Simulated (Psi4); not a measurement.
Psi4 input (wB97X-D/6-311+G**):

```
memory 1500 MB

molecule {
-1 1
C     0.01969800   -0.00797679    0.73352803
Cl   -0.01247615    1.72980929   -0.06722393
Cl    1.49955960   -0.85425955   -0.13592839
Cl   -1.49403568   -0.87273440   -0.05573993
symmetry c1
no_reorient
no_com
}

set {
  basis 6-311+G**
  reference rks
  scf_type df
  df_basis_scf def2-universal-jkfit
  dft_radial_points 99
  dft_spherical_points 590
  e_convergence 1e-8
  d_convergence 1e-7
  maxiter 150
}

e = energy('wb97x-d')
print_out(f'\nFINAL {e:.10f} DIPOLE {variable("CURRENT DIPOLE")[0]:.6f} {variable("CURRENT DIPOLE")[1]:.6f} {variable("CURRENT DIPOLE")[2]:.6f}\n')
```

Output:

```
   => Loading Basis Set <=

    Name: 6-311+G**
    Role: ORBITAL
    Keyword: BASIS
    atoms 1   entry C          line   129 file 6-311pgss.gbs
    atoms 2-4 entry CL         line   468 file 6-311pgss.gbs

   => WB97X-D: Empirical Dispersion <=

    Chai and Head-Gordon Dispersion Correction
    Chai, J.-D.; Head-Gordon, M. (2010), J. Chem. Phys., 132: 6615-6620

        s6 =       1.000000

         ---------------------------------------------------------
                                   SCF
               by Justin Turney, Rob Parrish, Andy Simmonett
                          and Daniel G. A. Smith
                              RKS Reference
         ---------------------------------------------------------

  ==> Geometry <==

    Molecular point group: c1
    Full point group: C1

    Geometry (in Angstrom), charge = -1, multiplicity = 1:

       Center              X                  Y                   Z               Mass
    ------------   -----------------  -----------------  -----------------  -----------------
         C            0.019698000000    -0.007976790000     0.733528030000    12.000000000000
         CL          -0.012476150000     1.729809290000    -0.067223930000    34.968852682000
         CL           1.499559600000    -0.854259550000    -0.135928390000    34.968852682000
         CL          -1.494035680000    -0.872734400000    -0.055739930000    34.968852682000

  Running in c1 symmetry.

  Rotational constants: A =      0.10276  B =      0.10276  C =      0.05375 [cm^-1]
  Rotational constants: A =   3080.61845  B =   3080.61844  C =   1611.46772 [MHz]
  Nuclear repulsion =  237.818052722622980

  Charge       = -1
  Multiplicity = 1
  Electrons    = 58
  Nalpha       = 29
  Nbeta        = 29

  ==> Algorithm <==

  SCF Algorithm Type is DF.
  DIIS enabled.
  MOM disabled.
  Fractional occupation disabled.
  Guess Type is SAD.
  Energy threshold   = 1.00e-08
  Density threshold  = 1.00e-07
  Integral threshold = 1.00e-12

  ==> Primary Basis <==

  Basis Set: 6-311+G**
    Blend: 6-311+G**
    Number of shells: 52
    Number of basis functions: 112
    Number of Cartesian functions: 116
    Spherical Harmonics?: true
    Max angular momentum: 2

  ==> DFT Potential <==

   => LibXC <=

    Version 7.1.2
    S. Lehtola, C. Steigemann, M. J. T. Oliveira, and M. A. L. Marques,  SoftwareX 7, 1–5 (2018) (10.1016/j.softx.2017.11.002)

   => Composite Functional: WB97X-D <=

    wB97X-D Hyb-GGA Exchange-Correlation Functional

    J.-D. Chai and M. Head-Gordon,  Phys. Chem. Chem. Phys. 10, 6615–6620 (2008) (10.1039/B810189B)

    Deriv               =              1
    GGA                 =           TRUE
    Meta                =          FALSE

    Exchange Hybrid     =           TRUE
    MP2 Hybrid          =          FALSE

   => Exchange-Correlation Functionals <=

    1.0000   wB97X-D range-separated functional

   => Exact (HF) Exchange <=

    0.7780            HF,LR [omega = 0.2000]
    0.2220               HF

   => LibXC Density Thresholds  <==

    XC_HYB_GGA_XC_WB97X_D:  1.00E-14

   => Molecular Quadrature <=

    Radial Scheme          =       TREUTLER
    Pruning Scheme         =           NONE
    Nuclear Scheme         =       TREUTLER

    Blocking Scheme        =         OCTREE
    BS radius alpha        =              1
    Pruning alpha          =              1
    Radial Points          =             99
    Spherical Points       =            590
    Total Points           =         225365
    Total Blocks           =           1761
    Max Points             =            256
    Max Functions          =             99
    Weights Tolerance      =       1.00E-15

   => Loading Basis Set <=

    Name: DEF2-UNIVERSAL-JKFIT
    Role: JKFIT
    Keyword: DF_BASIS_SCF
    atoms 1   entry C          line   198 file def2-universal-jkfit.gbs
    atoms 2-4 entry CL         line   986 file def2-universal-jkfit.gbs

  ==> Integral Setup <==

  SCF_SUBTYPE=INCORE selected. In-core MEM_DF algorithm will be used.
  Using in-core AOs.

  ==> MemDFJK: Density-Fitted J/K Matrices <==

    J tasked:                   Yes
    K tasked:                   Yes
    wK tasked:                  Yes
    Omega:                2.000E-01
    Algorithm:                 Core
    Schwarz Cutoff:           1E-12
    Mask sparsity (%):       5.8355
    Fitting Condition:        1E-10

   => Auxiliary Basis Set <=

  Basis Set: DEF2-UNIVERSAL-JKFIT
    Blend: DEF2-UNIVERSAL-JKFIT
    Number of shells: 139
    Number of basis functions: 459
    Number of Cartesian functions: 554
    Spherical Harmonics?: true
    Max angular momentum: 4

  Cached 100.0% of DFT collocation blocks in 0.500 [GiB].

  Minimum eigenvalue in the overlap matrix is 1.8881273376E-04.
  Reciprocal condition number of the overlap matrix is 2.7457657275E-05.
    Using symmetric orthogonalization.

  ==> Pre-Iterations <==

  SCF Guess: Superposition of Atomic Densities via on-the-fly atomic UHF (no occupation information).

   -------------------------
    Irrep   Nso     Nmo
   -------------------------
     A        112     112
   -------------------------
    Total     112     112
   -------------------------

  ==> Iterations <==

                           Total Energy        Delta E     RMS |[F,P]|

   @DF-RKS iter SAD: -1418.07974981556686   -1.41808e+03   0.00000e+00
   @DF-RKS iter   1: -1418.66075031773312   -5.81001e-01   3.41057e-03 DIIS/ADIIS
   @DF-RKS iter   2: -1418.71656961337908   -5.58193e-02   1.82786e-03 DIIS/ADIIS
   @DF-RKS iter   3: -1418.72840444478970   -1.18348e-02   2.01876e-04 DIIS/ADIIS
   @DF-RKS iter   4: -1418.72870207940468   -2.97635e-04   1.16488e-04 DIIS/ADIIS
   @DF-RKS iter   5: -1418.72880210575568   -1.00026e-04   5.77108e-05 DIIS
   @DF-RKS iter   6: -1418.72883131675508   -2.92110e-05   1.01053e-05 DIIS
   @DF-RKS iter   7: -1418.72883326427359   -1.94752e-06   3.38615e-06 DIIS
   @DF-RKS iter   8: -1418.72883375420133   -4.89928e-07   1.15176e-06 DIIS
   @DF-RKS iter   9: -1418.72883381857378   -6.43724e-08   4.08648e-07 DIIS
   @DF-RKS iter  10: -1418.72883382681493   -8.24116e-09   7.86391e-08 DIIS
  Energy and wave function converged.

  ==> Post-Iterations <==

   Electrons on quadrature grid:
      Ntotal   =   57.9999998018 ; deviation = -1.982e-07

    Orbital Energies [Eh]
    ---------------------

    Doubly Occupied:

       1A   -101.534948     2A   -101.534947     3A   -101.534947
       4A    -10.243648     5A     -9.403291     6A     -9.403291
       7A     -9.403269     8A     -7.151269     9A     -7.151268
      10A     -7.151267    11A     -7.143326    12A     -7.143325
      13A     -7.143325    14A     -7.143219    15A     -7.143218
      16A     -7.143218    17A     -0.794430    18A     -0.721843
      19A     -0.721842    20A     -0.497481    21A     -0.322894
      22A     -0.322889    23A     -0.286309    24A     -0.240080
      25A     -0.240079    26A     -0.206905    27A     -0.206905
      28A     -0.197039    29A     -0.123552

    Virtual:

      30A      0.189944    31A      0.212924    32A      0.212925
      33A      0.213515    34A      0.249157    35A      0.256664
      36A      0.256665    37A      0.278279    38A      0.278279
      39A      0.280374    40A      0.284909    41A      0.284910
      42A      0.305007    43A      0.326201    44A      0.326202
      45A      0.340876    46A      0.388147    47A      0.388148
      48A      0.431859    49A      0.632754    50A      0.632754
      51A      0.657074    52A      0.676605    53A      0.688425
      54A      0.688426    55A      0.712240    56A      0.712242
      57A      0.731954    58A      0.783152    59A      0.783154
      60A      0.808236    61A      1.046750    62A      1.046756
      63A      1.104324    64A      1.110668    65A      1.110670
      66A      1.127642    67A      1.135821    68A      1.143307
      69A      1.143308    70A      1.170547    71A      1.170548
      72A      1.172872    73A      1.176783    74A      1.196468
      75A      1.265438    76A      1.265441    77A      1.342659
      78A      1.342661    79A      1.577610    80A      1.705012
      81A      1.705018    82A      1.790229    83A      2.037749
      84A      2.037757    85A      2.519640    86A      2.519641
      87A      2.538259    88A      2.552648    89A      2.573031
      90A      2.573033    91A      2.654467    92A      2.654468
      93A      2.744030    94A      3.117068    95A      3.218549
      96A      3.218555    97A      9.921735    98A      9.985479
      99A      9.985480   100A     23.644697   101A     26.086394
     102A     26.086397   103A     26.124590   104A     26.138712
     105A     26.171413   106A     26.171416   107A     26.485277
     108A     26.485278   109A     26.829376   110A    215.992546
     111A    216.056205   112A    216.056206

    Final Occupation by Irrep:
              A
    DOCC [    29 ]
    NA   [    29 ]
    NB   [    29 ]

  @DF-RKS Final Energy: -1418.72883382681493

   => Energetics <=

    Nuclear Repulsion Energy =            237.8180527226229799
    One-Electron Energy =               -2443.3347419772212561
    Two-Electron Energy =                 852.5714527921015815
    DFT Exchange-Correlation Energy =     -65.7831324090226133
    Empirical Dispersion Energy =          -0.0004649552959648
    VV10 Nonlocal Energy =                  0.0000000000000000
    Total Energy =                      -1418.7288338268149346

Computation Completed

Properties will be evaluated at   0.000000,   0.000000,   0.000000 [a0]

Properties computed using the SCF density matrix

 Multipole Moments:

 ------------------------------------------------------------------------------------
     Multipole            Electronic (a.u.)      Nuclear  (a.u.)        Total (a.u.)
 ------------------------------------------------------------------------------------

 L = 1.  Multiply by 2.5417464519 to convert [e a0] to [Debye]
 Dipole X            :         -0.0091622            0.0000002           -0.0091620
 Dipole Y            :          0.0037376            0.0000001            0.0037377
 Dipole Z            :         -0.3411339           -0.0000001           -0.3411340
 Magnitude           :                                                    0.3412775

 ------------------------------------------------------------------------------------

FINAL -1418.7288338268 DIPOLE -0.009162 0.003738 -0.341134

*** Psi4 exiting successfully. Buy a developer a beer!
```

The dipole moment of an ion depends on the origin.
